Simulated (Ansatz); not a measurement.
# AlHClO (quartet): wave-function methods side by side, cc-pVDZ

How much of the correlation energy of AlHClO (quartet) does each wave-function method recover here?

Program: Ansatz 0.2.0, Gaussian basis. Level of theory: cc-pVDZ, core rule «outside noble gas», up to 11 orbitals frozen. These are calculated values, not measurements.

The runs, in order: UHF; CCSD(T) on ROHF; CCSD(T) on UHF; BCCD(T) on ROHF; CISD as a restricted active space (open shells left free, so some higher excitations enter); CCSDT(Q) on ROHF; CCSDT(Q) on UHF.

8 further runs of the same task are left out: 5 for a known fault of the program, 3 set aside as unsound or not needed. Runs told in other sessions of the task aren't counted.

**1. The geometry**

The geometry is a PBE0/def2-TZVP stationary point (not a proven minimum) of the parent state, kept for this charge and spin.

4 atoms, charge 0, spin multiplicity 4.

Atoms are counted from 1 here; the program's logs count them from 0.

Bond lengths: Al1–O2 1.591 Å, Al1–H4 1.563 Å. Angles: O2–Al1–H4 180.0°.

In the tables R marks a restricted open-shell determinant and U an unrestricted one; energies count from the table's Hartree-Fock row.

**2. UHF**

in.yaml

```yaml
crystal:
  periodic: [false, false, false]
  atoms:
    - {symbol: Al, position_ang: [0.000000, 0.000000, 0.988575]}
    - {symbol: O, position_ang: [0.000000, 0.000000, -0.602625]}
    - {symbol: Cl, position_ang: [0.000000, 0.000000, -2.938025]}
    - {symbol: H, position_ang: [0.000000, 0.000000, 2.552075]}
basis:
  gaussian: {orbitals: cc-pVDZ}
magnetization: {spin_polarized: true, initial_magnetization: 3}
hamiltonian: {xc: hf}
output: {orbitals: {seedname: orbitals}}
```

Launch:

```
$ ansatz run in.yaml --threads 1 --pin off --events-out ev --progress --plain --max-ram 4096MiB --backend cpu
```

Log:

```text
Functional definition: HF
  name "HF"
  cite "Fock, Z. Phys. 61, 126 (1930) doi:10.1007/BF01340294"
  parent pbe
  exchange = exact_x
  correlation = 0
547 factors; integrals over basis functions are off by at most 1.1e-3 eV
mean field evaluation 1: about -21127.9009 eV, gradient 3.2e1 eV
mean field evaluation 2: about -21127.9072 eV, gradient 3.2e1 eV
mean field evaluation 4: about -21132.4409 eV, gradient 3.0e0 eV
mean field evaluation 8: about -21132.5010 eV, gradient 2.1e0 eV
mean field evaluation 16: about -21133.6971 eV, gradient 1.4e-4 eV
mean field evaluation 32: about -21134.8723 eV, gradient 1.6e-5 eV
mean field evaluation 64: about -21134.8388 eV, gradient 2.0e-1 eV
mean field evaluation 96: about -21134.8194 eV, gradient 1.5e-1 eV
mean field evaluation 128: about -21134.6558 eV, gradient 7.7e-1 eV
mean field evaluation 160: about -21134.8476 eV, gradient 3.2e-1 eV
mean field evaluation 192: about -21134.4443 eV, gradient 2.7e0 eV
mean field evaluation 224: about -21134.7942 eV, gradient 2.4e-1 eV
mean field evaluation 256: about -21133.8638 eV, gradient 8.3e-2 eV
mean field evaluation 288: about -21133.8478 eV, gradient 7.8e-3 eV
mean field evaluation 320: about -21133.8505 eV, gradient 2.1e0 eV
mean field evaluation 352: about -21134.8187 eV, gradient 2.3e-2 eV
mean field evaluation 384: about -21133.8474 eV, gradient 1.0e-1 eV
mean field evaluation 416: about -21125.2862 eV, gradient 4.2e1 eV
mean field evaluation 448: about -21132.5135 eV, gradient 2.9e-3 eV
mean field -21134.87226731 eV, -776.6922300925 hartree, gradient 1.6e-5 eV, S^2 3.777084; 12 other end points of the search recorded, 0 dependent functions left out
reference -21134.87226731 eV, -776.6922300925 hartree; 21, 18 occupied and 34, 37 virtual orbitals, 547 factors
Total energy: -21134.87226731 eV, -776.6922300925 hartree
```

Run time: 7.5 s. Hardware: 1 thread of AMD EPYC 7R13, shared host.

From the report: ⟨S²⟩ of the determinant 3.777 (pure quartet: 3.75).

**3. CCSD(T) on ROHF**

in.yaml: that of step 2 with these lines changed.

```diff
@@ -9,4 +9,4 @@
   gaussian: {orbitals: cc-pVDZ}
-magnetization: {spin_polarized: true, initial_magnetization: 3}
-hamiltonian: {xc: hf}
-output: {orbitals: {seedname: orbitals}}
+magnetization: {spin_polarized: false, initial_magnetization: 3}
+correlation: {method: ccsd_t, electrons: outside_noble_gas}
+output: {forces: true}
```

Launched as before.

Log, cut to the lines that bear on the results:

```text
Functional definition: HF
  name "HF"
  cite "Fock, Z. Phys. 61, 126 (1930) doi:10.1007/BF01340294"
  parent pbe
[...]
547 factors; integrals over basis functions are off by at most 1.1e-3 eV
[...]
mean field -21134.60137347 eV, -776.6822749276 hartree, gradient 2.8e-6 eV, S^2 3.750000; 39 other end points of the search recorded, 0 dependent functions left out
[...]
determinant -21134.60137347 eV, -776.6822749276 hartree, with singles and doubles -21144.19327993 eV, -777.0347709885 hartree
determinant -21134.52628854 eV, -776.6795156075 hartree, with singles and doubles -21144.26114231 eV, -777.0372648848 hartree
determinant -21134.33172522 eV, -776.6723655372 hartree, with singles and doubles -21144.00375426 eV, -777.0278060487 hartree
determinant -21134.07451851 eV, -776.6629133651 hartree, with singles and doubles -21143.71100880 eV, -777.0170478513 hartree
[...]
11 core orbitals not correlated: weight in the atoms' cores, before any rotation towards them, 1.000 or more for the frozen orbitals, at most 0.000 for the correlated occupied ones
reference -21134.52628854 eV, -776.6795156075 hartree; 10, 7 occupied and 34, 37 virtual orbitals, 547 factors
second order -8.46264326 eV of doubles, -0.18752740 eV of singles
cycle   1  -9.74879961 eV  change    1.6e-6 eV  update   2.3e-6
cycle   2  -9.74879878 eV  change    8.3e-7 eV  update   1.6e-6
perturbative correction -0.19965561 eV, -0.0073372085 hartree
[...]
Total energy: -21144.47474294 eV, -777.0451145632 hartree
Atom 0 at     0.000000     0.000000     0.988575 Å, force     0.000000     0.000000     6.169351 eV/Å
Atom 1 at     0.000000     0.000000    -0.602625 Å, force    -0.000000    -0.000000    -7.437938 eV/Å
Atom 2 at     0.000000     0.000000    -2.938025 Å, force    -0.000000     0.000000    -0.507509 eV/Å
Atom 3 at     0.000000     0.000000     2.552075 Å, force    -0.000000    -0.000000     1.776095 eV/Å
Dipole moment:    -0.000000    -0.000000     0.407688 e Å
```

Wall time 55 s (1 thread of AMD EPYC 7R13, shared host).

From the report: correlation -9.9485 eV; T1 0.028; largest double amplitude 0.05.

**4. CCSD(T) on UHF**

in.yaml: that of step 3 with these lines changed.

```diff
@@ -9,3 +9,3 @@
   gaussian: {orbitals: cc-pVDZ}
-magnetization: {spin_polarized: false, initial_magnetization: 3}
+magnetization: {spin_polarized: true, initial_magnetization: 3}
 correlation: {method: ccsd_t, electrons: outside_noble_gas}
```

The command is unchanged.

Log, cut to the lines that bear on the results:

```text
Functional definition: HF
  name "HF"
  cite "Fock, Z. Phys. 61, 126 (1930) doi:10.1007/BF01340294"
  parent pbe
[...]
547 factors; integrals over basis functions are off by at most 1.1e-3 eV
[...]
mean field -21134.87226731 eV, -776.6922300925 hartree, gradient 2.0e-6 eV, S^2 3.777084; 41 other end points of the search recorded, 0 dependent functions left out
determinant -21134.87226731 eV, -776.6922300925 hartree, with singles and doubles -21144.22722463 eV, -777.0360184331 hartree
determinant -21134.81872201 eV, -776.6902623394 hartree, with singles and doubles -21144.26950755 eV, -777.0375723017 hartree
determinant -21134.67940225 eV, -776.6851424323 hartree, with singles and doubles -21144.00875335 eV, -777.0279897618 hartree
determinant -21134.41863614 eV, -776.6755594545 hartree, with singles and doubles -21143.71667179 eV, -777.0172559623 hartree
[...]
11 core orbitals not correlated: weight in the atoms' cores, before any rotation towards them, 1.000 or more for the frozen orbitals, at most 0.000 for the correlated occupied ones
reference -21134.81872201 eV, -776.6902623394 hartree; 10, 7 occupied and 34, 37 virtual orbitals, 547 factors
second order -8.33795728 eV of doubles, -0.00000000 eV of singles
cycle   1  -9.46405033 eV  change    9.0e-7 eV  update   1.9e-6
perturbative correction -0.19152364 eV, -0.0070383641 hartree
[...]
Total energy: -21144.47429599 eV, -777.0450981383 hartree
Atom 0 at     0.000000     0.000000     0.988575 Å, force     0.000000     0.000000     6.172580 eV/Å
Atom 1 at     0.000000     0.000000    -0.602625 Å, force     0.000000     0.000000    -7.434824 eV/Å
Atom 2 at     0.000000     0.000000    -2.938025 Å, force    -0.000000     0.000000    -0.513656 eV/Å
Atom 3 at     0.000000     0.000000     2.552075 Å, force     0.000000    -0.000000     1.775900 eV/Å
Dipole moment:    -0.000000    -0.000000     0.409749 e Å
```

Wall time 63 s (1 thread of AMD EPYC 7R13, shared host).

From the report: ⟨S²⟩ of the determinant 3.771 (pure quartet: 3.75); correlation -9.6556 eV; T1 0.023; largest double amplitude 0.05.

**5. BCCD(T) on ROHF**

in.yaml: that of step 4 with these lines changed.

```diff
@@ -9,4 +9,3 @@
   gaussian: {orbitals: cc-pVDZ}
-magnetization: {spin_polarized: true, initial_magnetization: 3}
-correlation: {method: ccsd_t, electrons: outside_noble_gas}
-output: {forces: true}
+magnetization: {spin_polarized: false, initial_magnetization: 3}
+correlation: {method: bccd_t, electrons: outside_noble_gas}
```

Same command.

Log, cut to the lines that bear on the results:

```text
Functional definition: HF
  name "HF"
  cite "Fock, Z. Phys. 61, 126 (1930) doi:10.1007/BF01340294"
  parent pbe
[...]
547 factors; integrals over basis functions are off by at most 1.1e-3 eV
[...]
mean field -21134.60137347 eV, -776.6822749276 hartree, gradient 2.8e-6 eV, S^2 3.750000; 39 other end points of the search recorded, 0 dependent functions left out
[...]
determinant -21134.60137347 eV, -776.6822749276 hartree, with singles and doubles -21144.19327993 eV, -777.0347709885 hartree
determinant -21134.52628854 eV, -776.6795156075 hartree, with singles and doubles -21144.26114231 eV, -777.0372648848 hartree
determinant -21134.33172522 eV, -776.6723655372 hartree, with singles and doubles -21144.00375426 eV, -777.0278060487 hartree
determinant -21134.07451851 eV, -776.6629133651 hartree, with singles and doubles -21143.71100880 eV, -777.0170478513 hartree
[...]
determinant -21134.60137347 eV, -776.6822749276 hartree, with singles and doubles -21144.26430162 eV, -777.0373809874 hartree
determinant -21134.52628854 eV, -776.6795156075 hartree, with singles and doubles -21144.27508978 eV, -777.0377774451 hartree
determinant -21134.33172522 eV, -776.6723655372 hartree, with singles and doubles -21144.02086684 eV, -777.0284349244 hartree
11 core orbitals not correlated: weight in the atoms' cores, before any rotation towards them, 1.000 or more for the frozen orbitals, at most 0.000 for the correlated occupied ones
reference -21134.52628854 eV, -776.6795156075 hartree; 10, 7 occupied and 34, 37 virtual orbitals, 547 factors
second order -8.46264326 eV of doubles, -0.18752740 eV of singles
cycle   1  -9.72908269 eV  change    2.0e-2 eV  update   1.2e-2
[...]
cycle  12  -9.72748142 eV  change    1.2e-6 eV  update   1.3e-5
perturbative correction -0.22513556 eV, -0.0082735791 hartree
Total energy: -21144.47890552 eV, -777.0452675351 hartree
```

Run time: 52 s. Hardware: 1 thread of AMD EPYC 7R13, shared host.

From the report: correlation -9.9526 eV; largest double amplitude 0.05.

**6. CISD as a restricted active space (open shells left free, so some higher excitations enter)**

in.yaml: that of step 5 with these lines changed.

```diff
@@ -10,2 +10,2 @@
 magnetization: {spin_polarized: false, initial_magnetization: 3}
-correlation: {method: bccd_t, electrons: outside_noble_gas}
+correlation: {active_space: {ras: {orbitals: [7, 3, 34], electrons: 17, max_holes: 2, max_particles: 2}, fixed_orbitals: true}}
```

Launched as before.

Log, cut to the lines that bear on the results:

```text
Functional definition: HF
  name "HF"
  cite "Fock, Z. Phys. 61, 126 (1930) doi:10.1007/BF01340294"
  parent pbe
[...]
547 factors; integrals over basis functions are off by at most 1.1e-3 eV
[...]
mean field -21134.60137347 eV, -776.6822749276 hartree, gradient 2.8e-6 eV, S^2 3.750000; 27 other end points of the search recorded, 0 dependent functions left out
reference -21134.60137347 eV, -776.6822749276 hartree; 21, 18 occupied and 34, 37 virtual orbitals, 547 factors
state -21143.27249708 eV, -777.0009328428 hartree
Total energy: -21143.27249708 eV, -777.0009328428 hartree
```

Wall time 57 s (1 thread of AMD EPYC 7R13, shared host).

From the report: 376,790 determinants.

**7. CCSDT(Q) on ROHF**

in.yaml: that of step 6 with these lines changed.

```diff
@@ -10,2 +10,2 @@
 magnetization: {spin_polarized: false, initial_magnetization: 3}
-correlation: {active_space: {ras: {orbitals: [7, 3, 34], electrons: 17, max_holes: 2, max_particles: 2}, fixed_orbitals: true}}
+correlation: {method: ccsdt_q, electrons: outside_noble_gas}
```

Launch:

```
$ ansatz run in.yaml --threads 2 --pin off --events-out ev --progress --plain --max-ram 24576MiB --backend cuda --devices 0, --max-vram 18GiB
```

Log, cut to the lines that bear on the results:

```text
Functional definition: HF
  name "HF"
  cite "Fock, Z. Phys. 61, 126 (1930) doi:10.1007/BF01340294"
  parent pbe
[...]
990 factors; integrals over basis functions are off by at most 1.3e-7 eV
[...]
mean field -21134.60167029 eV, -776.6822858356 hartree, gradient 2.9e-6 eV, S^2 3.750000; 40 other end points of the search recorded, 0 dependent functions left out
[...]
determinant -21134.60167029 eV, -776.6822858356 hartree, with singles and doubles -21144.19360637 eV, -777.0347829848 hartree
determinant -21134.52657956 eV, -776.6795263020 hartree, with singles and doubles -21144.26146895 eV, -777.0372768886 hartree
determinant -21134.33203544 eV, -776.6723769376 hartree, with singles and doubles -21144.00409524 eV, -777.0278185795 hartree
determinant -21134.07483478 eV, -776.6629249879 hartree, with singles and doubles -21143.71135261 eV, -777.0170604863 hartree
[...]
determinant -21134.60167029 eV, -776.6822858356 hartree, with singles and doubles -21144.26462562 eV, -777.0373928942 hartree
determinant -21134.52657956 eV, -776.6795263020 hartree, with singles and doubles -21144.27541571 eV, -777.0377894226 hartree
determinant -21134.33203544 eV, -776.6723769376 hartree, with singles and doubles -21144.02120746 eV, -777.0284474417 hartree
11 core orbitals not correlated: weight in the atoms' cores, before any rotation towards them, 1.000 or more for the frozen orbitals, at most 0.000 for the correlated occupied ones
reference -21134.52657956 eV, -776.6795263020 hartree; 10, 7 occupied and 34, 37 virtual orbitals, 990 factors
second order -8.46268957 eV of doubles, -0.18752698 eV of singles
cycle   1  -9.36546738 eV  change   -7.1e-1 eV  update   9.1e-2
[...]
cycle   2  -10.02596166 eV  change    4.2e-7 eV  update   1.7e-6
perturbative correction -0.02996483 eV, -0.0011011870 hartree
Total energy: -21144.58250604 eV, -777.0490747843 hartree
```

It took 29 s on 1 × H100 (card shared with other runs) with 2 threads of AMD EPYC 7R13, shared host; peak host memory 1 GiB.

From the report: correlation -10.0559 eV; T1 0.043; largest double amplitude 0.16.

**8. CCSDT(Q) on UHF**

in.yaml: that of step 7 with these lines changed.

```diff
@@ -9,3 +9,3 @@
   gaussian: {orbitals: cc-pVDZ}
-magnetization: {spin_polarized: false, initial_magnetization: 3}
+magnetization: {spin_polarized: true, initial_magnetization: 3}
 correlation: {method: ccsdt_q, electrons: outside_noble_gas}
```

The command is unchanged.

Log, cut to the lines that bear on the results:

```text
Functional definition: HF
  name "HF"
  cite "Fock, Z. Phys. 61, 126 (1930) doi:10.1007/BF01340294"
  parent pbe
[...]
990 factors; integrals over basis functions are off by at most 1.3e-7 eV
[...]
mean field -21134.87256170 eV, -776.6922409114 hartree, gradient 2.1e-6 eV, S^2 3.777084; 41 other end points of the search recorded, 0 dependent functions left out
determinant -21134.87256170 eV, -776.6922409114 hartree, with singles and doubles -21144.22754991 eV, -777.0360303871 hartree
determinant -21134.81901258 eV, -776.6902730173 hartree, with singles and doubles -21144.26983366 eV, -777.0375842861 hartree
determinant -21134.67971138 eV, -776.6851537927 hartree, with singles and doubles -21144.00909332 eV, -777.0280022556 hartree
determinant -21134.41895048 eV, -776.6755710065 hartree, with singles and doubles -21143.71701508 eV, -777.0172685779 hartree
[...]
determinant -21134.81901258 eV, -776.6902730173 hartree, with singles and doubles -21144.28309904 eV, -777.0380717800 hartree
determinant -21134.67971138 eV, -776.6851537927 hartree, with singles and doubles -21144.02459665 eV, -777.0285719923 hartree
determinant -21132.51379812 eV, -776.6055579486 hartree, with singles and doubles -21143.99212488 eV, -777.0273786767 hartree
11 core orbitals not correlated: weight in the atoms' cores, before any rotation towards them, 1.000 or more for the frozen orbitals, at most 0.000 for the correlated occupied ones
reference -21134.81901258 eV, -776.6902730173 hartree; 10, 7 occupied and 34, 37 virtual orbitals, 990 factors
second order -8.33800256 eV of doubles, -0.00000000 eV of singles
cycle   1  -9.07527905 eV  change   -7.4e-1 eV  update   9.0e-2
[...]
cycle  37  -9.73392548 eV  change    8.9e-7 eV  update   1.3e-6
perturbative correction -0.03231865 eV, -0.0011876886 hartree
Total energy: -21144.58525670 eV, -777.0491758693 hartree
```

It took 34 s on 1 × H100 (card shared with other runs) with 2 threads of AMD EPYC 7R13, shared host; peak host memory 0.89 GiB.

From the report: ⟨S²⟩ of the determinant 3.771 (pure quartet: 3.75); correlation -9.7662 eV; T1 0.040; largest double amplitude 0.15.

**9. All levels against the top one**

No level here is safe as a reference; RCCSDT(Q) serves as a yardstick only. Rows without a time are mean-field rows or come out of runs for another level: lower rungs of the coupled-cluster runs, or the Hartree-Fock search. The times of RCCSD(T), UCCSD(T) include forces.

Differences are taken before rounding.

| method | energy from the lowest ROHF (kcal/mol) | from RCCSDT(Q) (kcal/mol) | time |
| --- | --- | --- | --- |
| ROHF | 0.00 | +230.17 |  |
| UHF | -6.25 | +223.92 | 7.5 s |
| RMP2 | -197.75 | +32.42 |  |
| UMP2 | -197.29 | +32.88 |  |
| CISD | -199.96 | +30.21 | 57 s |
| RCCSD | -223.08 | +7.09 |  |
| UCCSD | -223.26 | +6.91 |  |
| RCCSD(T) | -227.69 | +2.49 | 55 s |
| UCCSD(T) | -227.68 | +2.50 | 63 s |
| BCCD(T) | -227.78 | +2.39 | 52 s |
| RCCSDT | -229.48 | +0.69 |  |
| UCCSDT | -229.49 | +0.68 |  |
| RCCSDT(Q) | -230.17 | 0 | 29 s (GPU) |
| UCCSDT(Q) | -230.23 | -0.06 | 34 s (GPU) |

Some runs used a GPU and others CPU threads alone; cost is compared among the CPU runs only.

Among the levels timed on like hardware, those that no quicker one beats, quickest first: UHF (7.5 s, +223.92 kcal/mol); BCCD(T) (52 s, +2.39 kcal/mol).

The ROHF row is the lowest such solution found; the determinant under the restricted MP2 and coupled-cluster rows lies 0.08 eV higher.

**10. Outcome**

| quantity | value |
| --- | --- |
| RCCSDT(Q) from the ROHF energy | -9.9811 eV |
| RMP2 from RCCSDT(Q) | +32.42 kcal/mol |
| UMP2 from RCCSDT(Q) | +32.88 kcal/mol |
| RCCSD from RCCSDT(Q) | +7.09 kcal/mol |
| RCCSD(T) from RCCSDT(Q) | +2.49 kcal/mol |
| UCCSD(T) from RCCSDT(Q) | +2.50 kcal/mol |
| UCCSDT(Q) from RCCSDT(Q) | -0.06 kcal/mol |
| T1 diagnostic | 0.028 |

In words: RCCSD(T) misses by +2.49 kcal/mol, 1.1 % of the correlation energy. Coupled cluster took another determinant than the lowest Hartree-Fock one. Warnings: coupled cluster took another determinant than the lowest.

With open shells the CI space here admits some higher excitations, so it is larger than plain CISD.
